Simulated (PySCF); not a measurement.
**Basis set benchmark on one molecule**

Molecule: `C#CC`, C$_{3}$H$_{4}$.

Geometry:
```
atom   x (Å)   y (Å)   z (Å)
  C1   1.702  -0.088  -0.030
  C2   0.498  -0.026   0.082
  C3  -0.947   0.049   0.217
  H4   2.770  -0.143  -0.129
  H5  -1.414   0.395  -0.718
  H6  -1.373  -0.936   0.462
  H7  -1.234   0.749   1.017
```

Geometry PBE0-D3(BJ)/def2-SVP throughout; GIAO in PySCF 2.14, gas phase, one conformer, non-relativistic; equivalent atoms averaged; functional PBE0.

Reference values (measured; solution, not stated per compound (mostly CDCl3 or CCl4); Pretsch, Buehlmann, Badertscher, Structure Determination of Organic Compounds, 4th ed. (2009)): δ(C3) = 3.7 ppm, δ(H5/H6/H7) = 1.80 ppm, δ(C2) = 80.4 ppm, δ(C1) = 68.3 ppm. Computed shifts are taken against TMS, calculated as an isolated molecule at each level.

Problem. How do the basis sets STO-3G, 6-31G, pcSseg-0, 6-31G*, def2-SVP, cc-pVDZ, pcSseg-1, 6-311+G(2d,p), aug-cc-pVDZ, def2-TZVP, IGLO-III, cc-pVTZ, pcSseg-2 perform against the reference? Times are CPU seconds on shared hosts with different chips, so compare them loosely.

Solution. 
```
    basis set  functions    C3  H5/H6/H7    C2    C1  mean abs. error C  abs. error H  core-s
       STO-3G         19  14.1      1.29  62.2  65.3               10.5          0.51    0.85
        6-31G         35   5.4      1.78  75.6  67.1                2.6          0.02     1.5
     pcSseg-0         35   5.1      1.79  85.8  79.9                6.1          0.01     1.4
       6-31G*         50   4.6      1.60  71.3  64.5                4.6          0.20     1.8
     def2-SVP         62   3.0      1.57  76.2  67.3                2.0          0.23       2
      cc-pVDZ         62   4.6      1.69  76.6  67.8                1.7          0.11     2.3
     pcSseg-1         71   4.2      1.83  82.3  73.5                2.5          0.03     1.9
6-311+G(2d,p)        105   3.2      1.81  82.7  70.9                1.8          0.01     3.4
  aug-cc-pVDZ        105   4.7      1.90  75.7  63.9                3.4          0.10     3.6
    def2-TZVP        117   3.9      1.80  82.6  70.6                1.6          0.00       4
     IGLO-III        145   3.6      1.84  84.3  72.7                2.8          0.04     5.3
      cc-pVTZ        146   3.6      1.82  81.8  70.9                1.4          0.02     5.4
     pcSseg-2        164   4.1      1.83  85.4  73.7                3.6          0.03       6
```

For ¹³C the closest is cc-pVTZ (1.4 ppm, with def2-TZVP practically level) and the furthest STO-3G (10.5 ppm).

For ¹H the closest is def2-TZVP (0.00 ppm, with pcSseg-0, 6-311+G(2d,p), 6-31G, cc-pVTZ practically level) and the furthest STO-3G (0.51 ppm). Where a smaller basis beats a larger one, errors probably cancel; the largest sets show where the functional converges. One molecule is a small sample, and vibrational and solvent effects are absent from the calculation.

A small basis that lands close on one nucleus may do so by chance; judge by the trend and by all nuclei.
